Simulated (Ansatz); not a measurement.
input.yaml (Ansatz)

```yaml
crystal:
  lattice:
    - [3.7192969211, 0.0, 0.0]
    - [-1.8596484606, 3.2210056179, 0.0]
    - [0.0, 0.0, 6.1030372582]
  atoms:
    - { symbol: Tm, position: [0.3333333333, 0.6666666667, 0.25], spin: 1.247 }
    - { symbol: Tm, position: [0.6666666667, 0.3333333333, 0.75], spin: -1.247 }
hamiltonian:
  xc: blyp
  pseudopotentials:
    kind: paw
    azcp:
      Tm: "pseudopotentials/Tm.paw.azcp"
basis:
  ecutwfc: 420
  fft_grid_basis: typed
kpoints:
  mp_grid: { grid: [13, 13, 7], shift: [0, 0, 0] }
magnetization:
  spin_polarized: true
scf:
  occupations: { method: fermi_dirac, width: 0.05 }
```

Terminal output

```
Warning: where an SCF of this run starts from atoms to list the orders of its open shells, Tm (site 0, from 0) starts with 1.50 μB on its 4f shell, in the place of the 1.25 μB that the deck gives it: an open f shell starts with all that it can hold by Hund's first rule. To start from spheres of the given moment, type scf.initial_density.shell_occupations: []
Warning: where an SCF of this run starts from atoms to list the orders of its open shells, Tm (site 1, from 0) starts with -1.50 μB on its 4f shell, in the place of the -1.25 μB that the deck gives it: an open f shell starts with all that it can hold by Hund's first rule. To start from spheres of the given moment, type scf.initial_density.shell_occupations: []
Engine: ansatz 0.2.0, x86_64-unknown-linux-gnu
Pseudopotentials: kind: paw
Pseudopotential: Tm, paw, valence charge 23, recommended cutoff 420 eV (normal) 
Functional definition: BLYP
  parameter beta = 0.0042
  parameter a = 0.04918
  parameter b = 0.132
  parameter c = 0.2533
  parameter d = 0.349
  exchange = b88_x(beta = beta)
  correlation = lyp_c(a = a, b = b, c = c, d = d)
Crystal: 2 atoms, lattice volume = 73.114 Å³
Basis set: ecut = 420 eV, 1401 PW (Γ), exchange–correlation on 50×50×90 points (8 copies of the dense FFT grid, shifted against one another)
Bands: 30, of which v1, the nominal top of the filled ones, is band 23 counted from 1 (22 counted from 0)
Symmetry: 12 space group operations
Space group: P-6m2 (ITA 187), of the structure as read, at distance tolerance 4.2e-5 Å
Magnetic group: BNS 194.267 (UNI 1497), of the structure as read, at distance tolerance 4.2e-5 Å
k-points: 84 of 1183 (time reversal used)
Non-local potential: Tm, projectors of the file, l = 0: 3, l = 1: 2, l = 2: 2, l = 3: 3
PAW form: soft (Blöchl's): semilocal exchange-correlation on the pseudo side does not see the compensation charge
PAW frozen core: Tm, regenerated for the run's functional, and the local potential with it (the file was generated under x = pbe(κ = 0.804, μ = 0.2195149727645171), c = pbe(β = 0.06672455060314922))
PAW one-centre angular grid: Tm, 590 points (default); XC on 64 Gauss nodes
Initial density: superposition of atomic densities (chi_scale 0.1, normalization cell)
Starting moments: Σ|m| = 2.494 μB on 2 of 2 sites
Starting magnetic order: antiferromagnet; an inversion exchanges its spin sublattices: spin-degenerate at every k-point
Initial wavefunctions: pseudopotential atomic-orbital guess
Functional: x = b88, c = lyp
...
SCF iter  11: F=—  HF=-25869.181113 eV  |F-HF|=—  |Δ(HF+E_count)|=   3.47e-3  Δρ=9.84e-4 (↑3.44e-4 ↓9.84e-4)  dr2=4.44e-4  dr2_m=2.49e-4  M=0.001 μB ∫|m|=2.519 μB  β_m=0.68  ethr=1.47e-6  ⟨swp⟩=3.0  Hψ=26978  notcnv=0  defer=82
SCF iter  12: F=—  HF=-25869.181388 eV  |F-HF|=—  |Δ(HF+E_count)|=   2.75e-4  Δρ=5.32e-4 (↑5.32e-4 ↓1.91e-4)  dr2=1.47e-4  dr2_m=6.45e-5  M=0.000 μB ∫|m|=2.524 μB  β_m=0.79  ethr=9.64e-7  ⟨swp⟩=3.1  Hψ=26230  notcnv=0  defer=74
SCF iter  13: F=—  HF=-25869.181490 eV  |F-HF|=—  |Δ(HF+E_count)|=   1.01e-4  Δρ=1.74e-4 (↑1.74e-4 ↓1.05e-4)  dr2=2.71e-5  dr2_m=7.95e-6  M=0.000 μB ∫|m|=2.530 μB  β_m=0.90  ethr=3.19e-7  ⟨swp⟩=2.4  Hψ=22244  notcnv=0  defer=74
SCF iter  14: F=—  HF=-25869.181548 eV  |F-HF|=—  |Δ(HF+E_count)|=   5.84e-5  Δρ=2.84e-5 (↑2.84e-5 ↓2.33e-5)  dr2=1.68e-6  dr2_m=1.02e-7  M=0.000 μB ∫|m|=2.536 μB  β_m=0.95  ethr=5.89e-8  ⟨swp⟩=3.4  Hψ=29365  notcnv=0  defer=74
SCF iter  15: F=—  HF=-25869.181550 eV  |F-HF|=—  |Δ(HF+E_count)|=   1.45e-6  Δρ=1.22e-5 (↑1.22e-5 ↓5.77e-6)  dr2=1.42e-7  dr2_m=2.21e-8  M=-0.000 μB ∫|m|=2.536 μB  β_m=0.97  ethr=3.66e-9  ⟨swp⟩=2.0  Hψ=20251  notcnv=0  defer=74
SCF iter  16: F=—  HF=-25869.181550 eV  |F-HF|=—  |Δ(HF+E_count)|=   1.28e-7  Δρ=5.50e-6 (↑5.50e-6 ↓2.47e-6)  dr2=2.54e-8  dr2_m=5.25e-9  M=-0.000 μB ∫|m|=2.536 μB  β_m=0.99  ethr=3.09e-10  ⟨swp⟩=3.1  Hψ=25789  notcnv=0  defer=74
SCF iter  17: F=—  HF=-25869.181550 eV  |F-HF|=—  |Δ(HF+E_count)|=   6.63e-8  Δρ=4.12e-6 (↑4.12e-6 ↓2.76e-6)  dr2=2.34e-8  dr2_m=1.13e-9  M=-0.000 μB ∫|m|=2.536 μB  β_m=0.86  ethr=5.51e-11  ⟨swp⟩=2.4  Hψ=22602  notcnv=0  defer=74
SCF iter  18: F=—  HF=-25869.181550 eV  |F-HF|=—  |Δ(HF+E_count)|=   2.11e-8  Δρ=4.62e-6 (↑3.02e-6 ↓4.62e-6)  dr2=2.06e-8  dr2_m=2.33e-9  M=-0.000 μB ∫|m|=2.536 μB  β_m=0.80  ethr=5.08e-11  ⟨swp⟩=3.2  Hψ=26903  notcnv=0  defer=74
SCF iter  19: F=—  HF=-25869.181550 eV  |F-HF|=—  |Δ(HF+E_count)|=   1.08e-8  Δρ=1.53e-6 (↑1.05e-6 ↓1.53e-6)  dr2=2.23e-9  dr2_m=3.18e-10  M=0.000 μB ∫|m|=2.536 μB  β_m=0.90  ethr=4.48e-11  ⟨swp⟩=2.2  Hψ=22717  notcnv=0  defer=74
SCF iter  20: F=-25869.181550 eV  HF=-25869.181550 eV  |F-HF|=6.89e-8  |Δ(HF+E_count)|=   3.57e-9  Δρ=1.01e-5 (↑1.01e-5 ↓2.54e-6)  dr2=6.72e-8  dr2_m=1.73e-8  M=-0.000 μB ∫|m|=2.536 μB  ethr=4.86e-12  ⟨swp⟩=2.9  Hψ=47893  notcnv=0
SCF 2 converged in 20 iterations: F = -25869.181550 eV  dr2 = 6.72e-8
Symmetry: 2 space group operations
k-points: 340 of 1183 (time reversal used)
Initial density: read from a saved state, or passed on in memory by an earlier SCF of this step, an earlier step, the calling program or the single point that the run made first
Starting moments: Σ|m| = 2.494 μB on 2 of 2 sites; this step starts from the density that it was given
Initial wavefunctions: those read from a saved state, or passed on in memory by an earlier step or the calling program
iter 1 solved again at ethr=1.46e-10 eV; its pass at ethr=2.17e-6 eV (dr2=6.72e-8 eV) is discarded
SCF iter   1: F=—  HF=-25869.181550 eV  |F-HF|=—  |Δ(HF+E_count)|=         —  Δρ=1.01e-5 (↑1.01e-5 ↓2.53e-6)  dr2=6.72e-8  dr2_m=1.73e-8  M=-0.000 μB ∫|m|=2.536 μB  ethr=1.46e-10  ⟨swp⟩=1.0  Hψ=117406  notcnv=0
spin=Collinear: Kerker preconditioning applied to the charge; magnetization (m = ρ↑ − ρ↓) channel mixes plain (no charge-response kernel on spin).
SCF iter   2: F=—  HF=-25869.181543 eV  |F-HF|=—  |Δ(HF+E_count)|=   6.56e-6  Δρ=4.07e-4 (↑4.07e-4 ↓1.14e-4)  dr2=1.04e-4  dr2_m=2.73e-5  M=0.003 μB ∫|m|=2.534 μB  ethr=2.17e-6  ⟨swp⟩=2.0  Hψ=110475  notcnv=0
SCF iter   3: F=—  HF=-25869.181549 eV  |F-HF|=—  |Δ(HF+E_count)|=   5.16e-6  Δρ=1.06e-4 (↑1.06e-4 ↓4.01e-5)  dr2=7.12e-6  dr2_m=1.82e-6  M=0.000 μB ∫|m|=2.535 μB  ethr=4.81e-7  ⟨swp⟩=1.3  Hψ=43993  notcnv=0
SCF iter   4: F=—  HF=-25869.181550 eV  |F-HF|=—  |Δ(HF+E_count)|=   1.38e-6  Δρ=4.32e-5 (↑3.17e-5 ↓4.32e-5)  dr2=2.01e-6  dr2_m=4.61e-7  M=0.001 μB ∫|m|=2.536 μB  ethr=3.18e-8  ⟨swp⟩=1.0  Hψ=43520  notcnv=0
SCF iter   5: F=—  HF=-25869.181550 eV  |F-HF|=—  |Δ(HF+E_count)|=   1.48e-8  Δρ=1.03e-5 (↑7.42e-6 ↓1.03e-5)  dr2=1.11e-7  dr2_m=2.62e-8  M=-0.000 μB ∫|m|=2.536 μB  ethr=8.09e-9  ⟨swp⟩=1.0  Hψ=43520  notcnv=0
SCF iter   6: F=—  HF=-25869.181550 eV  |F-HF|=—  |Δ(HF+E_count)|=  4.98e-10  Δρ=6.12e-6 (↑5.19e-6 ↓6.12e-6)  dr2=4.46e-8  dr2_m=1.05e-8  M=-0.000 μB ∫|m|=2.536 μB  ethr=2.17e-10  ⟨swp⟩=1.0  Hψ=43522  notcnv=0
```

The calculation hadn't finished when its time ran out.

The f occupation was not exhaustively searched.
